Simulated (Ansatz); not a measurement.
# 1T (CdI2-type) PtS2: bulk modulus B0 by level of theory

No measured value is used here.

```json
[
 {"level (code)": "LDA (Ansatz)", "value (GPa)": "49.2", "cell (Å³/atom)": "16.60"},
 {"level (code)": "PBE (Ansatz)", "value (GPa)": "1.62", "cell (Å³/atom)": "23.91"},
 {"level (code)": "PBEsol+SOC (Ansatz)", "value (GPa)": "18.2", "cell (Å³/atom)": "17.69"},
 {"level (code)": "PBE-D3(BJ) (Ansatz)", "value (GPa)": "39.3", "cell (Å³/atom)": "17.28"},
 {"level (code)": "PBE-D4 (Ansatz)", "value (GPa)": "37.1", "cell (Å³/atom)": "17.38"},
 {"level (code)": "rVV10 (Ansatz)", "value (GPa)": "34.4", "cell (Å³/atom)": "19.10"},
 {"level (code)": "r²SCAN-D4 (Ansatz)", "value (GPa)": "21.8", "cell (Å³/atom)": "18.93"}
]
```

Density-functional levels without +SOC have no spin–orbit coupling. LDA: LDA has no dispersion term either, though it tends to give short spacings of layers, chains or molecules. PBE: for a layered or molecular solid the relaxed cell lies over 5 % above the published volume, where the minimum can be shallow. PBE, PBEsol+SOC: the cell comes from a level without a dispersion term, which matters for the spacing of layers, chains or molecules. Each level is taken at its own relaxed cell. Cutoffs differ between the levels. Ansatz's density-functional and Hartree–Fock values are scalar-relativistic unless marked +SOC, with PAW data made under PBE.

Ansatz is a quantum-chemistry and plane-wave program.
